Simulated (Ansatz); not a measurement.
doublet CCl: levels of theory in one basis

| atom | x (Å) | y (Å) | z (Å) |
| --- | --- | --- | --- |
| C | 0.0000 | 0.0000 | -0.8958 |
| Cl | 0.0000 | 0.0000 | 0.8958 |

Basis set: def2-SVP (spherical functions). Frozen core: 6 orbitals. Correlation on ROHF uses semicanonical orbitals with singles. Charge 0, multiplicity 2.

Computed with Ansatz (development build ahead of 0.2.0); each method stands on the lowest determinant of its kind that the runs found.

| method | E − E(ROHF) (eV) | <S²> of the determinant |
| --- | --- | --- |
| ROHF | 0.00 | 0.75 |
| UHF | -0.12 | 0.76 |
| ROHF-MP2 | -5.99 | – |
| UHF-MP2 | -5.98 | 0.76 |
| ROHF-CCSD(T) | -7.03 | – |
| UHF-CCSD(T) | -7.03 | 0.76 |
